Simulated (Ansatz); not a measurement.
# Al₂B (quartet): the correlation ladder, def2-TZVPP

An exercise on one series of results from a longer session: the logs are not shown, and one member is left open.

Computed with Ansatz 0.2.0, Gaussian basis. Level: def2-TZVPP, core rule «outside noble gas», up to 11 orbitals frozen.

Plan: UHF; ROHF; CCSD(T) on UHF.

2 further runs of the same task are left out: 2 set aside as unsound or not needed.

## What is computed

The geometry is a PBE0/def2-TZVP stationary point (not a proven minimum) of the parent state, kept for this charge and spin.

3 atoms, charge 0, spin multiplicity 4.

Atoms are counted from 1 here; the program's logs count them from 0.

Bond lengths: Al1–B2 2.081 Å, B2–Al3 2.081 Å. Angles: Al1–B2–Al3 180.0°.

Set-up of the first run:

File in.yaml:

```yaml
crystal:
  periodic: [false, false, false]
  atoms:
    - {symbol: Al, position_ang: [0.000000, 0.000000, 2.080901]}
    - {symbol: B, position_ang: [0.000000, 0.000000, 0.000000]}
    - {symbol: Al, position_ang: [0.000000, 0.000000, -2.080901]}
basis:
  gaussian: {orbitals: def2-TZVPP}
magnetization: {spin_polarized: true, initial_magnetization: 3}
hamiltonian: {xc: hf}
output: {orbitals: {seedname: orbitals}}
```

Launch:

```
$ ansatz run in.yaml --threads 1 --pin off --events-out ev --progress --plain --max-ram 4096MiB --backend cpu
```

Among the steps run: UHF; ROHF; CCSD(T) on UHF.

One table of the session follows, with a row left open; its other results are not shown here.

It belongs to the step «Misses and costs». 

```
  method  from UCCSD(T) (kcal/mol)
    ROHF                   +141.42
     UHF                   +138.86
    UMP2                         ?
   UCCSD                     +8.71
UCCSD(T)                         0
```

Estimate the missing values for UMP2.

**Answer.** from UCCSD(T) (kcal/mol): +30.67. In the column «from UCCSD(T) (kcal/mol)» it lies between UCCSD (+8.71) and UHF (+138.86).
